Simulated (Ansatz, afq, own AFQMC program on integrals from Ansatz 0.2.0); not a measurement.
CH2N, quartet in cc-pVDZ, levels against CCSDT(Q)

```xyz
4

N    -0.0315    0.0000    0.7755
C     0.0708    0.0000   -0.7036
H    -0.2030   -0.9302   -1.1965
H    -0.2030    0.9302   -1.1966
```

Connectivity, by distances: N–CH2.

Basis cc-pVDZ. Only valence electrons are correlated. Ansatz 0.2.0 and our own AFQMC program on the same integrals; the CISD trial comes from CCSD amplitudes, and released means the phaseless constraint is let go. Free projection: walkers drawn from exp(T), propagated without any constraint. Its projection time is finite, and what remains of the start isn't in its error. ± is one standard error of the sampling.

Determinant: UHF, the one that the program's search chose, which needn't be the lowest solution. The geometry is a point of a scan.

No full CI on the walks' own integrals is used here; CCSDT(Q) serves as the reference and is uncertain by about the last step of the cluster series.

Cautions: lower spins were not checked.

- T1 diagnostic: 0.0125
- weight of the determinant in the CISD state: 0.909
- ⟨S²⟩ of the determinant: 3.767
- size of the correlated space: 11 electrons in 36 orbitals

| level | correlation energy (eV) |
| --- | --- |
| MP2 | -5.6243 |
| CCSD | -6.5823 |
| CCSD(T) | -6.7198 |

Problem. Estimate where AFQMC with the constraint released lies against CCSD(T) on the same integrals.

Solution. 11.1 ± 14.7 meV below CCSD(T). The gap is under twice the noise, so this walk alone can't tell the two apart.

Reference: CCSDT(Q), correlation energy -6.750 eV. The released energy is read at 2.40 1/Eh (meV from the phaseless value at times in 1/Eh: 11 ± 10 at 0.24, 11 ± 8 at 0.51, 9 ± 8 at 0.99, 7 ± 11 at 1.62, 15 ± 15 at 2.40).

```json
{"level": "CCSD(T)", "E − E(reference) (meV)": "29.9", "share of correlation (%)": "99.56"}
{"level": "CCSDT", "E − E(reference) (meV)": "8.2", "share of correlation (%)": "99.88"}
{"level": "ph-AFQMC/HF", "E − E(reference) (meV)": "-59.2 ± 66.0", "share of correlation (%)": "100.88"}
{"level": "ph-AFQMC/CISD", "E − E(reference) (meV)": "3.4 ± 10.6", "share of correlation (%)": "99.95"}
{"level": "released AFQMC", "E − E(reference) (meV)": "18.8 ± 14.7", "share of correlation (%)": "99.72"}
{"level": "free AFQMC", "E − E(reference) (meV)": "4.1 ± 11.3", "share of correlation (%)": "99.94"}
```

Free projections are given only where their last times agree within the noise and don't stop above the reference; a slow remainder of the start can still hide under it. A walk keeps the symmetry of its determinant, which the program's search chose and which needn't be the lowest solution, so a lower state of the same spin and another symmetry isn't excluded. Released energies are given only where the last usable release times agree within the noise; a slower fall can still hide under it.
